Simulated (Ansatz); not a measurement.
A made-up structure of AlH2S, doublet:

```
atom    x (Å)    y (Å)    z (Å)
 Al1   1.3128  -0.1666   1.4846
  S2  -0.1182   0.0150  -0.1337
  H3  -1.1674  -0.8503  -0.1391
  H4   0.1069   0.9848  -1.0601
```

It is relaxed with PBE-D4/def2-SVP and then PBE0-D4/def2-TZVP (Ansatz 0.2.0). Atoms count as bonded within 1.22 times the sum of their covalent radii (H–H: 0.88 Å). The end point is not checked to be a true minimum.

Does its bonding change? (A judgement: the text doesn't fix the answer.)

Computed: No: no bond forms or breaks.

Where it ends: The first stage lowers the energy by 1.04 eV in 5 steps. It ends as AlH₂S ([Al][SH2]):
```
4
angstrom
Al 1.5512 -0.1968 1.7541
S -0.0621 0.0079 -0.0702
H -1.1985 -0.6643 -0.3896
H -0.1564 0.8363 -1.1427
```

Labels in which every atom is bracketed show which atoms are joined, not bond orders.

For scale, one of the runs: PBE0-D4/def2-TZVP relaxation, 86 basis functions, launched by `ansatz run in.yaml --threads 2 --pin off --events-out ev --progress --plain --max-ram 4352MiB`. Hardware: 2 CPU threads of an Arm Neoverse V2, shared host. Wall time about 7.5 s.
